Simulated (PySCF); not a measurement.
## S: electron affinity

S- [Ne] 3s2 3p5 (2P) → S [Ne] 3s2 3p4 (3P), as a difference of total energies. Computed with PySCF 2.14 in aug-cc-pV(T+d)Z (6s5p4d2f, 55 functions), with the non-relativistic Hamiltonian (point nucleus). Correlated levels: valence: [Ne] frozen. The calculations carry no spin-orbit coupling.

```
           method  electron affinity (eV)
              UHF                   0.889
              LDA                   2.397
              PBE                   2.166
             PBE0                   2.068
           r2SCAN                   2.123
            M06-L                   2.013
          wB97X-V                   2.128
           B2PLYP                   2.049
             BLYP                   2.127
    MP2 (valence)                   1.936
SCS-MP2 (valence)                   1.933
```

Question: How much does correlation contribute at MP2 (valence)?

Answer: 1.936 − (0.889) = 1.047 eV, measured against UHF.

Errors of the correlated levels include the incompleteness of this basis and the frozen core.

In the anion the highest occupied orbital energy is positive at LDA, PBE, PBE0, r2SCAN, M06-L, BLYP, a self-interaction effect; the basis confines that electron, and the energy difference can still be sensible.

For comparison: 2.077 eV (measured; photodetachment measurements, as compiled on the Wikipedia data page of electron affinities).
